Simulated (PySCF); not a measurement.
Magnetic susceptibility: SMILES ClCl, Cl2

Geometry:
```json
{"atom": "Cl1", "x (Å)": "1.013", "y (Å)": "-0.003", "z (Å)": "-0.002"}
{"atom": "Cl2", "x (Å)": "-1.013", "y (Å)": "0.005", "z (Å)": "-0.012"}
```

Theory: GIAO KT2/aug-pcSseg-2 magnetisability, rotational g tensor and spin-rotation constants, non-relativistic, gas phase (PySCF 2.14.0). Geometry: PBE0-D3(BJ)/def2-SVP.

(1) How diamagnetic is it, and how anisotropic?

(2) Split it along the inertial axes a, b, c into diamagnetic and paramagnetic parts about the centre of mass, with the quadrupole moment.

(3) And the rotational g tensor?

## Answers

(1) Isotropic -604 × 10⁻³⁰ J/T², or -36.4 × 10⁻⁶ cm³/mol; principal values -745, -533, -533 × 10⁻³⁰ J/T², anisotropy 212 × 10⁻³⁰ J/T² (root of half the summed squared differences of the principal values). The susceptibility is in cgs units.

(2) 
```csv
axis,χ (10⁻⁶ cm³/mol),diamagnetic (10⁻⁶ cm³/mol),paramagnetic (10⁻⁶ cm³/mol),summed x² of all electrons (Å²),quadrupole Θ (D Å)
a,-44.9,-44.9,0.0,39.5,+3.41
b,-32.1,-189.9,157.8,5.3,-1.70
c,-32.1,-189.9,157.8,5.3,-1.70
```
Anisotropies 2χaa − χbb − χcc = -25.5 and 2χbb − χaa − χcc = +12.8 × 10⁻⁶ cm³/mol. Θ is traceless in Buckingham's convention.

(3) 
```tsv
axis	rotational constant (GHz)	g	nuclear part	electronic part
b	7.0413	-0.0322	0.4897	-0.5219
c	7.0413	-0.0322	0.4897	-0.5219
```
Linear; isotopes 35Cl; no vibrational averaging.
